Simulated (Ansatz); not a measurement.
## SiH⁺, quintet: reading a ladder of total energies

Geometry: that of the SiH⁺, triplet, kept fixed. The triplet lies 6.2 eV lower here.

```xyz
2

Si    0.0000    0.0000    0.0000
H     0.0000    0.0000    1.5472
```

Basis cc-pVQZ; Ansatz 0.2.0. Only valence electrons are correlated (noble-gas cores frozen), which leaves 4 electrons in 84 orbitals. Prefix R: restricted or restricted open-shell reference; prefix U: unrestricted.

Full CI isn't at hand for all of this; UCCSDT(Q) serves as the reference, and is uncertain by about the last step of the cluster series.

Runs differ by some tens of microhartree through their thresholds and, for an open shell, their frozen cores, so steps under 0.03 kcal/mol mean nothing.

| level | total energy (hartree) |
| --- | --- |
| UHF | -288.925849 |
| UMP2 | -288.943970 |
| UCCSD | -288.951608 |
| UCCSD(T) | -288.952002 |
| UCCSDT | -288.952138 |
| UCCSDT(Q) | -288.952140 |

Q: What is the correlation energy at UCCSDT(Q), and what share of it do UMP2 and UCCSD(T) recover?

A: E(corr) = -288.952140 − (-288.925849) = -0.026291 hartree = -0.715 eV. UMP2: -0.018121 / -0.026291 = 68.92 %. UCCSD(T): -0.026153 / -0.026291 = 99.48 %.

Q: By how many kcal/mol does UCCSD(T) miss UCCSDT(Q) (1 hartree = 627.509 kcal/mol), and which steps make up the rest?

A: -288.952002 − (-288.952140) = 0.000138 hartree = 0.09 kcal/mol. Steps: UCCSDT − UCCSD(T) = -0.09, UCCSDT(Q) − UCCSDT = 0.00 kcal/mol. That is within 1 kcal/mol of the reference in this basis, which itself misses far more of the correlation at the basis-set limit.
